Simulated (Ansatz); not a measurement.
Geometry optimisation, Ansatz, UKS PBE0/def2-SVP.

Input:

```yaml
crystal:
  periodic: [false, false, false]
  atoms:
    - { symbol: H, position_ang: [0.0161, -0.0715, 0.0044] }
    - { symbol: C, position_ang: [0.5271, 0.6389, -1.0852] }
    - { symbol: Cl, position_ang: [0.0431, 2.3005, -0.9389] }
    - { symbol: C, position_ang: [-0.4921, -0.7871, 1.0867] }
    - { symbol: H, position_ang: [0.0907, 0.179, -1.962] }
    - { symbol: H, position_ang: [1.6023, 0.5372, -1.0197] }
    - { symbol: H, position_ang: [0.3278, -0.8778, 1.7796] }
    - { symbol: H, position_ang: [-1.3048, -0.1893, 1.4611] }
    - { symbol: H, position_ang: [-0.8104, -1.7299, 0.674] }
magnetization:
  spin_polarized: true
  initial_magnetization: 1
basis:
  gaussian: { orbitals: def2-SVP }
hamiltonian:
  xc: pbe0
relax:
  f_tol: 0.15
  max_steps: 25
  restrain:
    - { distance: [0, 3], at: 2.37, k: 30.0 }
    - { distance: [1, 0], at: 1.07, k: 30.0 }
```

Command:

```bash
$ ansatz run input.yaml --threads 2 --pin off --max-ram 3072MiB --backend cpu --events-out ev --progress --plain --runs-dir out
```

Q: Where does it end, and by what steps?

A: The forces met the threshold. The restraints hold the end off the free minimum. After 5 steps the energy has fallen by 0.486 eV (the restraints' own energy left out); C4 moved furthest, 0.51 Å. Joined: H1–C2 (1.40 → 1.09 Å).

| step | energy less start (eV) | largest force component (eV/Å) | accepted |
| --- | --- | --- | --- |
| 0 | 0.0000 | 1.043 | yes |
| 1 | -0.1869 | 1.463 | yes |
| 2 | -0.1601 | 3.674 | yes |
| 3 | -0.2465 | 1.514 | yes |
| 4 | -0.4575 | 0.502 | yes |
| 5 | -0.4865 | 0.360 | yes |

```xyz
9
Properties=species:S:1:pos:R:3
H 0.233 0.097 -0.386
C 0.595 0.701 -1.214
Cl 0.033 2.372 -0.987
C -0.682 -1.038 1.484
H 0.199 0.318 -2.162
H 1.692 0.694 -1.234
H 0.270 -1.020 2.016
H -1.389 -0.218 1.606
H -0.949 -1.904 0.877
```

The run took 11 s on 2 threads of AMD EPYC 7R43 64-Core Processor (Zen 3), on a shared host, peak memory 0.22 GiB.
